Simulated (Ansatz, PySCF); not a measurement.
This PySCF input computes a B3LYP/def2-TZVPD energy:

```python
from pyscf import gto, scf, dft

mol = gto.M(
    atom='''
    C     0.00294306    1.39046446    0.00403829
    C     1.20564233    0.69266801    0.00734657
    C     1.20269927   -0.69779645    0.00330827
    C    -0.00294306   -1.39046446   -0.00403829
    C    -1.20564233   -0.69266801   -0.00734657
    C    -1.20269927    0.69779645   -0.00330827
    H     0.00523441    2.47302785    0.00718236
    H     2.14431017    1.23195330    0.01306633
    H     2.13907575   -1.24107455    0.00588397
    H    -0.00523441   -2.47302785   -0.00718236
    H    -2.14431017   -1.23195330   -0.01306633
    H    -2.13907575    1.24107455   -0.00588397
    ''',
    basis='def2-tzvpd',
    charge=0,
    spin=0,
    verbose=4,
)

mf = dft.RKS(mol, xc='b3lyp').density_fit(auxbasis='def2-universal-jkfit')
mf.grids.level = 3
mf.conv_tol = 1e-9
mf.max_cycle = 100
mf.max_memory = 1500
mf.kernel()
if not mf.converged:
    mf = mf.newton()
    mf.kernel(mf.make_rdm1())
mf.analyze()
```

Problem. Write an input for the same energy in Ansatz (an electronic-structure program) and say what it gives.

Solution. 
Ansatz 0.2 input:
```yaml
crystal:
  periodic: [false, false, false]
  atoms:
    - {symbol: C, position_ang: [0.00294306, 1.39046446, 0.00403829]}
    - {symbol: C, position_ang: [1.20564233, 0.69266801, 0.00734657]}
    - {symbol: C, position_ang: [1.20269927, -0.69779645, 0.00330827]}
    - {symbol: C, position_ang: [-0.00294306, -1.39046446, -0.00403829]}
    - {symbol: C, position_ang: [-1.20564233, -0.69266801, -0.00734657]}
    - {symbol: C, position_ang: [-1.20269927, 0.69779645, -0.00330827]}
    - {symbol: H, position_ang: [0.00523441, 2.47302785, 0.00718236]}
    - {symbol: H, position_ang: [2.14431017, 1.23195330, 0.01306633]}
    - {symbol: H, position_ang: [2.13907575, -1.24107455, 0.00588397]}
    - {symbol: H, position_ang: [-0.00523441, -2.47302785, -0.00718236]}
    - {symbol: H, position_ang: [-2.14431017, -1.23195330, -0.01306633]}
    - {symbol: H, position_ang: [-2.13907575, 1.24107455, -0.00588397]}
basis:
  gaussian:
    orbitals: def2-TZVPD
hamiltonian:
  xc: {name: B3LYP}
output: {forces: true}
```
It gives -232.33821 Eh, and PySCF -232.33828 Eh, a difference of 0.07 mEh, from the treatment of integrals and grids.
